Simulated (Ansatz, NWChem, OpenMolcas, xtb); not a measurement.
Ligand exchange: BH2F + C2H4OS → BH2(SH) + C2H3FO

Gas-phase species: BH2F `BF`, singlet; C2H4OS (thioacetic acid) `CC(=O)S`, singlet; BH2(SH), singlet; C2H3FO (acetyl fluoride) `CC(=O)F`, singlet. The partners trade F for SH: B–F and C–SH bonds give way to B–SH and C–F.

Shapes, held fixed at every level: PBE0-D4/def2-TZVP. Flexible molecules stand in one conformer, not always the lowest. Programs: Ansatz 0.2.0, NWChem 7.3.0, OpenMolcas 26.06, xtb 6.7.1. A level may come from different programs for different species; with the same settings they agree closely. The zero-point and thermal change to 298 K, harmonic and unscaled (PBE0-D4/def2-TZVP), is +0.7 kJ/mol.

| level | kind | ΔH(298 K) (kJ/mol) |
| --- | --- | --- |
| GFN1-xTB | semi-empirical | +8.4 |
| HF/STO-3G | Hartree–Fock | +47.6 |
| HF/3-21G | Hartree–Fock | +40.6 |
| HF/def2-SVP | Hartree–Fock | +23.4 |
| B3LYP/6-31G* (Cartesian functions) | global hybrid | +34.3 |
| PBE0/def2-SVP | global hybrid | +23.0 |

PBE0/def2-SVP gives ΔH(298 K) = +23.0 kJ/mol; the levels span +8.4 to +47.6. The median of the levels is +28.9. No measured value is set beside it here. PBE0/def2-SVP lies outside the range of the other correlated levels here, so it shouldn't be taken on trust. Rows in sets without polarisation functions are far from converged.
